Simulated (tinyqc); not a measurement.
A ladder of methods, and size consistency: correlation methods against full CI in the sto-3g basis, for H2O, spin multiplicity 1. Computed by the program tinyqc with PySCF. All electrons correlated; +Q is the Davidson correction (1 - c0^2) E_corr. The last columns treat two copies 100 angstrom apart as one system. FCI is the lowest singlet.

Geometry (angstrom):
```
atom,x,y,z
O,0.0000,0.0000,0.0000
H,0.0000,0.8190,0.7430
H,0.0000,-0.8210,0.7440
```

RHF energy of one = -74.941136 hartree

Correlation energies (hartree):
```
method,E_corr of one,share of FCI (%),E_corr of two at 100 angstrom,two minus twice one (mhartree)
MP2,-0.05162,70.090,-0.10324,0.000
CISD,-0.07176,97.439,-0.13744,6.092
CISD+Q,-0.07509,101.961,-0.14860,1.585
CCSD,-0.07343,99.699,-0.14686,0.000
CCSD(T),-0.07352,99.818,-0.14703,0.000
FCI,-0.07365,100.000,-,-
```

What does the comparison show, and why?

MP2 recovers 70 %, CISD 97.4 % and CCSD 99.7 % of the FCI value (c0^2 = 0.954 in CISD). MP2 and coupled cluster are size consistent, so their last column vanishes; CISD loses 6.09 mhartree, since a double excitation on each copy is a quadruple of the pair, and the Davidson correction leaves +1.59.
